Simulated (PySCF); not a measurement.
# CS⁻ at other levels of theory

Aim: see what other levels and later steps give for CS⁻.

The runs use PySCF 2.14.0; each script names its method and basis.

2 further runs of the same task are left out: 2 that didn't finish.

## Step 1: Where the work starts

CS⁻: 2 atoms, charge -1, spin multiplicity 2.

Bond lengths: C1–S2 1.454 Å.

## Step 2: The base run

The input, input.py:

```python
from pyscf import gto, scf, cc

mol = gto.M(
    atom='C 0 0 0; S 0 0 1.454',
    basis='jorge-dzp',
    charge=-1,
    spin=1,
    verbose=4,
)
mf = scf.ROHF(mol)
mf.kernel()
mycc = cc.CCSD(mf, frozen=6)
mycc.kernel()
mycc.ccsd_t()
mf.dip_moment()
print('orbital energies (hartree):', mf.mo_energy[..., max(0, mol.nelec[1]-3):mol.nelec[0]+3].round(4))
```

On the command line:

```bash
$ OMP_NUM_THREADS=1 python input.py
```

Its log is not repeated here.

Base result: E(SCF) = -435.269488 Eh, 11 cycles, E(CCSD) − E(SCF) = -0.25728 Eh, (T) = -0.00968 Eh.

The bond length is a typed value, not an optimised one. The dipole of an ion depends on the origin.

## Step 3: Population analysis

Variant 1 changes step after the SCF: ccsd(t) → analyze.

The input, input.py:

```python
from pyscf import gto, scf

mol = gto.M(
    atom='C 0 0 0; S 0 0 1.454',
    basis='jorge-dzp',
    charge=-1,
    spin=1,
    verbose=4,
)
mf = scf.ROHF(mol)
mf.kernel()
mf.analyze()
print('orbital energies (hartree):', mf.mo_energy[..., max(0, mol.nelec[1]-3):mol.nelec[0]+3].round(4))
```

On the command line:

```bash
$ OMP_NUM_THREADS=1 python input.py
```

## Step 4: CCSD

Variant 2 changes step after the SCF: ccsd(t) → ccsd.

input.py, as its differences from that of step 2:

```diff
@@ -13,3 +13,2 @@
 mycc.kernel()
-mycc.ccsd_t()
 mf.dip_moment()
```

## Step 5: UHF

Variant 3 changes SCF type: ROHF → UHF.

The input, input.py:

```python
from pyscf import gto, scf, cc

mol = gto.M(
    atom='C 0 0 0; S 0 0 1.454',
    basis='jorge-dzp',
    charge=-1,
    spin=1,
    verbose=4,
)
mf = scf.UHF(mol)
mf.kernel()
mycc = cc.CCSD(mf, frozen=6)
mycc.kernel()
mycc.ccsd_t()
mf.dip_moment()
print('orbital energies (hartree):', [e[max(0, n-3):n+3].round(4) for e, n in zip(mf.mo_energy, mol.nelec)])
```

## Step 6: MP2 (UHF)

Variant 4 changes step after the SCF: ccsd(t) → mp2; SCF type: ROHF → UHF.

The input, input.py:

```python
from pyscf import gto, scf, mp

mol = gto.M(
    atom='C 0 0 0; S 0 0 1.454',
    basis='jorge-dzp',
    charge=-1,
    spin=1,
    verbose=4,
)
mf = scf.UHF(mol)
mf.kernel()
mp.MP2(mf, frozen=6).kernel()
mf.dip_moment()
print('orbital energies (hartree):', [e[max(0, n-3):n+3].round(4) for e, n in zip(mf.mo_energy, mol.nelec)])
```

Before running it: what results should come out? Wanted: for each run, E(SCF); from base; gap, α spin; after the SCF.

The runs gave:

```csv
run,E(SCF) (hartree),from base (eV),cycles,"gap, α spin (eV)",after the SCF
base,-435.269488,0,11,n/a,"CCSD(T) correlation -7.264 eV, core frozen"
population analysis,-435.269488,0.0000,11,n/a,n/a
CCSD,-435.269488,0.0000,11,n/a,"CCSD correlation -7.001 eV, core frozen"
UHF,-435.274777,-0.1439,13,9.30,"CCSD(T) correlation -7.118 eV, core frozen"
MP2 (UHF),-435.274777,-0.1439,13,9.30,"MP2 correlation -6.287 eV, core frozen"
```

On the same reference and core, CCSD(T) gains 7.26 eV in 3 s; CCSD reaches 96 % of that in 2.5 s.
